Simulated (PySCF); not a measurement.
Molecule: SMILES ClC1CC1, C3H5Cl.

Geometry (Å), atoms numbered from 1 in this order:
```xyz
9

Cl    2.155   -0.166   -0.706
C     0.732   -0.092    0.327
C    -0.548   -0.695   -0.148
C    -0.403    0.800   -0.053
H     1.004   -0.185    1.381
H    -1.169   -1.217    0.586
H    -0.546   -1.140   -1.145
H    -0.921    1.336    0.747
H    -0.303    1.357   -0.988
```

Geometry PBE0-D3(BJ)/def2-SVP throughout; GIAO in PySCF 2.14, gas phase, one conformer, non-relativistic; equivalent atoms averaged; functional PBE0.

For orientation, pcSseg-0 gives these absolute shieldings σ: Cl1 872.5, C2 159.2, C3/C4 181.2, H5 30.54, H7/H9 31.94, H6/H8 31.71 ppm.

A run gave: Cl1 843.6, C2 163.7, C3/C4 183.2, H5 29.33, H7/H9 31.21, H6/H8 31.13 ppm (absolute shieldings σ).

Task: Which basis set was used in that run?
A. pcSseg-2
B. pcSseg-1
C. 6-31G*
D. def2-TZVP
E. aug-cc-pVDZ

Result: C. H5 tells them apart best: 6-31G* gives 29.33, aug-cc-pVDZ gives 28.44, def2-TZVP gives 28.62, pcSseg-1 gives 28.58, pcSseg-2 gives 28.40 ppm.
